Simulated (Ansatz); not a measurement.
Species: NO, charge 1, singlet. NO+ (parent SMILES [N]=O, singlet).
B3LYP-D3(BJ)/def2-TZVP minimum from Ansatz (a quantum-chemistry and plane-wave program):
```xyz
2

N      0.0000     0.0000    -0.5634
O      0.0000     0.0000     0.4930
```
Charge +1, spin multiplicity 1.

Total energies in cc-pVQZ, 10 correlated electrons, 2 frozen orbitals. Open shells are spin-unrestricted; no spin-orbit coupling. Correlated methods leave the cores frozen. No relativity.

| method | program | energy (Eh) | minus CCSDT(Q) (mEh) |
|---|---|---|---|
| HF | Ansatz | -128.97690 | 442.69 |
| MP2 | Ansatz | -129.40678 | 12.82 |
| CCSD | Ansatz | -129.39705 | 22.54 |
| CCSD(T) | Ansatz | -129.41796 | 1.63 |
| CCSDT(Q) | Ansatz | -129.41959 | 0.00 |

Rough core times of Ansatz's runs on a shared machine: CCSD(T) under 20 s, CCSDT(Q) 4 min.
